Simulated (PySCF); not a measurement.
# Unknown compound

An unknown has the formula C$_{2}$H$_{4}$F$_{2}$. Its calculated NMR data are:

1H NMR (300 MHz, computed): δ 6.05 (tq, J = 65.2, 5.2 Hz, 1H), 1.42 (td, J = 20.9, 5.2 Hz, 3H).

13C{1H} NMR (computed): δ 123.4 (CH, t, J = 302.5 Hz), 22.7 (CH3, t, J = 22.8 Hz).

Computed data (PySCF 2.14): J couplings at B3LYP/pcJ-2, B97-2/pcSseg-2 with gauge-including orbitals, PBE0-D3(BJ)/def2-TZVP structure. Single conformer, relativity neglected, averaged over atoms made equivalent by symmetry, fast rotation or ring inversion, no solvent.

Chemical shifts δ = σref − σ; 1H (σref 31.64) and 13C (σref 185.38) vs TMS, all at this level.

**Question.** Deduce the structure.

**Answer.** 
1. The formula gives 0 degrees of unsaturation.
2. 2 carbon signals for 2 carbons: no two carbons are equivalent.
3. Carbon types of the structure: 1 × CH, 1 × CH3, which accounts for all hydrogens.
4. δC 123.4: sp3 CH bonded to 2 F; 2 electronegative neighbours deshield it.
5. δC 22.7: methyl carbon; aliphatic region, no heteroatom directly attached.
6. δH 6.05: hydrogen on an sp3 CH bonded to 2 F; its carbon carries F, an electronegative neighbour.
7. δH 1.42: hydrogen on a methyl carbon.
8. The protons at 1.42 and 6.05 share a coupling of 5.2 Hz (vicinal).

These data were computed for `CC(F)F`.

Common functionals overestimate the size of one-bond C–F couplings by tens of Hz; these are unscaled. Splittings below 1 Hz are ignored in the labels, and close J values are merged. Shifts are as computed. Against solution values, carbons near 30 ppm lie about +3 ppm off and those near 130 ppm about +7 ppm. Of 1211 compounds with measured shifts, 218 miss one by over three times the rms of a fit or turn the order of signals round; such compounds aren't used in these exercises.
